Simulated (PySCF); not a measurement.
## phosphorus pentafluoride: calculation against experiment

**Experimental background.**

From Besley, J. Chem. Theory Comput. 2021, 17, 3644 (DFT calculations of core-electron binding energies at the K-edge of heavier elements), for the gas: P 1s binding energy of P2 2159.26 eV.

Cunha, Hait, Kang, Mao, Head-Gordon, J. Phys. Chem. Lett. 2022, 13, 3438 (arXiv:2111.08405) lists, for the gas: P 1s binding energy of P2 2159.4 eV.

How close the calculation comes is told at the end.

Species: phosphorus pentafluoride, PF₅.
Atom-mapped SMILES: `[F:1][P:2]([F:3])([F:4])([F:5])[F:6]`

Structure used (PBE0-D3(BJ)/def2-SVP), in Å, numbered top down from 1:
```xyz
6
PF5 angstrom
F      1.5621    0.2218   -0.2081
P     -0.0008    0.0166    0.0200
F     -0.2284    1.5609   -0.1246
F      0.2881   -0.5995    1.4332
F     -0.0613   -0.9000   -1.2514
F     -1.5630   -0.1951    0.2480
```

Runs made with PySCF (gas phase, on this PBE0-D3(BJ)/def2-SVP geometry; non-relativistic but for the core-level run):

| level | job | basis functions | wall time |
| --- | --- | --- | --- |
| delta-SCF UKS SCAN, pcX-2 on the ionised atom, pcseg-1 elsewhere, spin-free X2C | ΔSCF core ionisation, 5 holes | 130 | 14 s |

Hardware: an Arm Neoverse V2 with one thread, shared host.

Results beside the measurements:

**Core binding energies.** Delta-SCF UKS SCAN, pcX-2 on the ionised atom, pcseg-1 elsewhere, spin-free X2C in PySCF.

| level and atom | computed (eV) | measured (eV) | computed − measured (eV) |
| --- | --- | --- | --- |
| P 1s, P2 | 2159.11 | 2159.26 and 2159.4 | -0.15 |

Sources, in the order of the opening: Besley, J. Chem. Theory Comput. 2021, 17, 3644 (DFT calculations of core-electron binding energies at the K-edge of heavier elements); Cunha, Hait, Kang, Mao, Head-Gordon, J. Phys. Chem. Lett. 2022, 13, 3438 (arXiv:2111.08405). The computed values are vertical, without vibrational structure; measured positions hang on the energy calibration. 

The geometry is computed, not the measured one. Where a level misses, the cause wasn't examined.
